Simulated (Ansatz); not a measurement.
# CHBCl (quartet): the correlation ladder at a displaced geometry (v1), cc-pVDZ

One table from this session's results is given with a row withheld; the runs are named, their logs left out.

The runs use Ansatz 0.2.0, Gaussian basis; cc-pVDZ, core rule «outside noble gas», up to 7 orbitals frozen.

To be run: UHF; CCSD(T) on ROHF; CCSD(T) on UHF; BCCD(T) on ROHF; CISD; CCSDT(Q) on ROHF; CCSDT(Q) on UHF.

26 further runs of the same task are left out: 9 that didn't finish, 17 set aside as unsound or not needed.

**What is computed**

The geometry is a PBE0/def2-TZVP stationary point (not a proven minimum) with its atoms shifted at random (size 0.040 Å).

4 atoms, charge 0, spin multiplicity 4.

Atoms are counted from 1 here; the program's logs count them from 0.

Bond lengths: B1–C2 1.476 Å, C2–Cl3 1.748 Å, C2–H4 1.085 Å. Angles: B1–C2–Cl3 126.8°, B1–C2–H4 126.8°, Cl3–C2–H4 106.4°.

Set-up of the first run:

Input file in.yaml:

```yaml
crystal:
  periodic: [false, false, false]
  atoms:
    - {symbol: B, position_ang: [-0.027071, -0.471695, 1.963573]}
    - {symbol: C, position_ang: [-0.027904, 0.427217, 0.792740]}
    - {symbol: Cl, position_ang: [0.020060, -0.043855, -0.890245]}
    - {symbol: H, position_ang: [-0.082717, 1.511095, 0.805904]}
basis:
  gaussian: {orbitals: cc-pVDZ}
magnetization: {spin_polarized: true, initial_magnetization: 3}
hamiltonian: {xc: hf}
output: {orbitals: {seedname: orbitals}}
```

Command:

```console
$ ansatz run in.yaml --threads 1 --pin off --events-out ev --progress --plain --max-ram 2393MiB
```

Among the steps run: UHF; CCSD(T) on ROHF; CCSD(T) on UHF; BCCD(T) on ROHF; CISD; CCSDT(Q) on ROHF; CCSDT(Q) on UHF.

One of the session's tables, all rows but one given; the rest of the session is left out.

```
   method  from UCCSDT(Q) (meV)
     ROHF               +8994.8
      UHF               +8918.1
     RMP2               +1205.4
     UMP2               +1225.7
     CISD               +1110.8
    RCCSD                +322.1
    UCCSD                +320.6
 RCCSD(T)                 +54.3
 UCCSD(T)                 +54.7
  BCCD(T)                     ?
   RCCSDT                 +22.0
   UCCSDT                 +21.4
RCCSDT(Q)                  +2.7
UCCSDT(Q)                     0
```

Estimate the missing values for BCCD(T).

The run gave: from UCCSDT(Q) (meV): +51.1. In the column «from UCCSDT(Q) (meV)» it lies between RCCSDT (+22.0) and RCCSD(T) (+54.3).

To keep in mind: Restricted and unrestricted rows rest on different reference determinants; where their highest levels disagree by more than a few hundredths of an eV, they describe different states and don't form one ladder.
